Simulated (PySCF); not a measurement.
**Functional benchmark on one molecule**

Molecule: SMILES FP(F)P(F)F, F$_{4}$P$_{2}$.

Atoms are numbered as in `[F:1][P:2]([F:3])[P:4]([F:5])[F:6]`.

Geometry PBE0-D3(BJ)/def2-SVP throughout; GIAO in PySCF 2.14.0 with density-fitted response routines, gas phase, one conformer, non-relativistic; equivalent atoms averaged; basis pcSseg-2.

Reference values (measured; solution; George Maxwell Hunter, The Preparation and Properties of Some Difluorophosphites, PhD thesis, University of Edinburgh, 1981): δ(P2/P4) = 227.0 ppm vs 85 % H3PO4. Computed shifts are taken against H3PO4, calculated as an isolated molecule at each level.

Problem. How do the functionals KT2, KT3, B97-D, B3LYP, PBE0, mPW1PW91 perform against the reference? Times are CPU seconds on 1 thread of an Arm Neoverse V2, shared host.

Solution. 
```tsv
functional	kind	P2/P4	abs. error P	core-s
KT2	GGA	245.5	18.5	25
KT3	GGA	240.2	13.2	23
B97-D	GGA	254.5	27.5	23
B3LYP	global hybrid	254.0	27.0	26
PBE0	global hybrid	241.0	14.0	24
mPW1PW91	global hybrid	242.7	15.7	26
```

For 31P the closest is KT3 (13.2 ppm) and the furthest B97-D (27.5 ppm). One molecule is a small sample, and vibrational and solvent effects are absent from the calculation.
